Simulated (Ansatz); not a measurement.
**CHClF− (SMILES F[CH-]Cl): functionals against CCSD(T) at one geometry**

Aim: energy, forces and dipole at a structure displaced at random from a GFN2-xTB minimum, from CCSD(T) and from density functionals.

Method: single points in def2-TZVPPD; program: Ansatz 0.2.0, Gaussian basis.

Cores are frozen in the correlated methods. B3LYP uses VWN-RPA correlation.

### Step 1. Where the work starts

SMILES `F[CH-]Cl`, 4 atoms, charge -1, spin multiplicity 1.

Atoms are counted from 1 here; the program's logs count them from 0.

Bond lengths: C2–Cl3 1.778 Å, C2–H4 1.111 Å. Angles: Cl3–C2–H4 108.7°.

Coordinates:

```xyz
4
charge -1, multiplicity 1
F    -1.34550   -0.07360   -0.50720
C    -0.18150    0.24550    0.40230
Cl    1.00060   -1.08160    0.36580
H     0.11310    1.00570   -0.35180
```

### Step 2. CCSD(T)/def2-TZVPPD

File run/in.yaml:

```yaml
crystal:
  periodic: [false, false, false]
  atoms:
    - {symbol: F, position_ang: [-1.345500, -0.073600, -0.507200]}
    - {symbol: C, position_ang: [-0.181500, 0.245500, 0.402300]}
    - {symbol: Cl, position_ang: [1.000600, -1.081600, 0.365800]}
    - {symbol: H, position_ang: [0.113100, 1.005700, -0.351800]}
basis:
  gaussian: {orbitals: "def2-TZVPPD.json"}
total_charge: -1
correlation: {method: ccsd_t}
output: {forces: true}
```

The basis file named in the input lies beside it (Basis Set Exchange, JSON).

The command line of these runs was not kept.

### Step 3. PBE0-D4/def2-TZVPPD

run/in.yaml, as its differences from that of step 2:

```diff
@@ -10,3 +10,3 @@
 total_charge: -1
-correlation: {method: ccsd_t}
-output: {forces: true}
+hamiltonian: {xc: pbe0, dispersion: d4}
+output: {forces: true, orbitals: {seedname: orbitals}}
```

### Step 4. wB97M-V/def2-TZVPPD

run/in.yaml, as its differences from that of step 3:

```diff
@@ -10,3 +10,3 @@
 total_charge: -1
-hamiltonian: {xc: pbe0, dispersion: d4}
-output: {forces: true, orbitals: {seedname: orbitals}}
+hamiltonian: {xc: {name: wB97M-V}}
+output: {forces: true}
```

### Step 5. r2SCAN-D4/def2-TZVPPD

run/in.yaml, as its differences from that of step 4:

```diff
@@ -10,3 +10,3 @@
 total_charge: -1
-hamiltonian: {xc: {name: wB97M-V}}
+hamiltonian: {xc: r2scan, dispersion: d4}
 output: {forces: true}
```

### Step 6. PBE-D4/def2-TZVPPD

run/in.yaml, as its differences from that of step 5:

```diff
@@ -10,3 +10,3 @@
 total_charge: -1
-hamiltonian: {xc: r2scan, dispersion: d4}
+hamiltonian: {xc: pbe, dispersion: d4}
 output: {forces: true}
```

### Step 7. B3LYP-D4/def2-TZVPPD

run/in.yaml, as its differences from that of step 6:

```diff
@@ -10,3 +10,3 @@
 total_charge: -1
-hamiltonian: {xc: pbe, dispersion: d4}
+hamiltonian: {xc: {name: B3LYP}, dispersion: d4}
 output: {forces: true}
```

### Step 8. BHLYP-D4/def2-TZVPPD

run/in.yaml, as its differences from that of step 7:

```diff
@@ -10,3 +10,3 @@
 total_charge: -1
-hamiltonian: {xc: {name: B3LYP}, dispersion: d4}
+hamiltonian: {xc: {name: BHLYP}, dispersion: d4}
 output: {forces: true}
```

(Steps that only read results are left out.)

**Question.** What will these runs give? Wanted: RMS force component; RMS force error; HOMO and LUMO, PBE0-D4; T1 diagnostic.

As calculated:

| quantity | value |
| --- | --- |
| RMS force component | 1.018 to 1.163 eV/Å over the methods |
| RMS force error | PBE0-D4 0.165, wB97M-V 0.086, r2SCAN-D4 0.054, PBE-D4 0.184, B3LYP-D4 0.068, BHLYP-D4 0.262 eV/Å |
| HOMO and LUMO, PBE0-D4 | 0.55 and 4.07 eV |
| T1 diagnostic | 0.014 |

In words: On forces the order runs from r2SCAN-D4 to BHLYP-D4. Frozen-core CCSD(T) forces in triple zeta carry basis errors of their own, and this is one geometry, so small gaps rank nothing.
